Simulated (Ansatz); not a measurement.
Reaction: CH3NO (SMILES NC=O) → CH3NO+ (parent SMILES NC=O, doublet) + e-
Each species at its own B3LYP-D3(BJ)/def2-TZVP minimum (Ansatz, a quantum-chemistry and plane-wave program), one conformer.

Total energies in hartree (Ansatz). Open shells are spin-unrestricted; no spin-orbit coupling. Cores are frozen in correlated methods. No relativity. The spin of CH3NO+ (parent SMILES NC=O, doublet) was assumed, and the state is the lowest solution found for it.

| species | HF/cc-pVTZ | CCSD(T)/cc-pVTZ | HF/cc-pVQZ | CCSD(T)/cc-pVQZ | CCSD(T)/cc-pVDZ | CCSDT(Q)/cc-pVDZ |
|---|---|---|---|---|---|---|
| 1: CH3NO (SMILES NC=O) | -169.00155 | -169.64159 | -169.01492 | -169.69553 | -169.46438 | -169.46646 |
| 2: CH3NO+ (parent SMILES NC=O, doublet) | -168.69196 | -169.27442 | -168.70386 | -169.32250 | -169.11290 | -169.11503 |

Q: Work out the adiabatic ionisation energy (electronic) in eV: take Hartree-Fock from cc-pVQZ, extrapolate the CCSD(T) correlation energy as X^-3 (X = 3, 4), and add CCSDT(Q) - CCSD(T) in cc-pVDZ. 1 hartree = 27.211 eV.

A: 
Species 1: correlation (64·(-0.68061) - 27·(-0.64004))/37 = -0.71022; step -0.00208; E1 = -169.01492 + (-0.71022) + (-0.00208) = -169.72722
Species 2: correlation (64·(-0.61864) - 27·(-0.58246))/37 = -0.64504; step -0.00213; E2 = -168.70386 + (-0.64504) + (-0.00213) = -169.35103
-1·E1 +1·E2 = 0.37619 hartree = 10.24 eV.
